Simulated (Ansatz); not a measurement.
System: body-centred tetragonal In. Method: PBE-D4 (plane waves, PAW; Ansatz, an electronic-structure program).

Numerical settings: plane-wave cutoff 520 eV, 24×24×24 k mesh, Fermi–Dirac smearing 0.05 eV, scalar-relativistic PAW data made under PBE.

Properties against volume:

Shape and atoms are relaxed at each volume.

```tsv
V (Å³/atom)	P (GPa)	c (Å)	a (Å)
25.030	1.89	4.874	3.205
25.552	0.88	4.913	3.225
26.073	-0.01	4.947	3.247
26.594	-0.80	4.979	3.268
27.116	-1.49	5.018	3.288
```

Note: the bulk modulus comes from volumes at which shape and atoms were relaxed.
